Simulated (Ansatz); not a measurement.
B20 (FeSi-type) FeSi, treated with PBE-D4 (Ansatz, a quantum-chemistry and plane-wave program, plane waves, PAW).

Numerical settings: plane-wave cutoff 520 eV, 8×8×8 k mesh, Fermi–Dirac smearing 0.01 eV, no spin polarisation, scalar-relativistic PAW data made under PBE.

Shape and atoms are relaxed at each volume.

Pressure at four volumes; x = ln(V/10.686 Å³). One pressure is withheld.

| V (Å³/atom) | x | P (GPa) |
|---|---|---|
| 10.258 | -0.0409 | ? |
| 10.472 | -0.0202 | 5.03 |
| 10.686 | 0.0000 | -0.01 |
| 11.113 | 0.0392 | -8.50 |

### Question
Pass a parabola P(x) through the three rows shown, estimate the bulk modulus and its pressure derivative near zero pressure, and predict the withheld pressure.

### Answer
Slopes between the rows: (-0.01 − (5.03))/(0.0000 − (-0.0202)) = -249.50 and (-8.50 − (-0.01))/(0.0392 − (0.0000)) = -216.58 GPa. Their difference over the span 0.0594 is c = 32.92/0.0594 = 554.2 GPa, so P(x) = 5.03 + (-249.50)(x − (-0.0202)) + 554.2 (x − (-0.0202))(x − (0.0000)). At the middle row B = −dP/dx = −[-249.50 + 554.2 × 0.0202] = 238.3 GPa, and B′ = dB/dP = 2c/B = 4.7. At x = -0.0409 the parabola gives 10.66 GPa; the run gives 10.67 GPa. The Birch–Murnaghan fit to the energies at all volumes has B0 = 238 GPa and B′ = 4.7.

Measured, for comparison: bulk modulus 178 GPa (room temperature, not corrected to a static lattice, our sources range from 169 to 185; as tabulated in Study of the compressibility of FeSi, MnSi, and CoS2 (JETP Letters), abstract). Computed (rounded) less measured: bulk modulus +34 % (+29 % to +41 % over the range).

Note: the bulk modulus comes from volumes at which shape and atoms were relaxed.
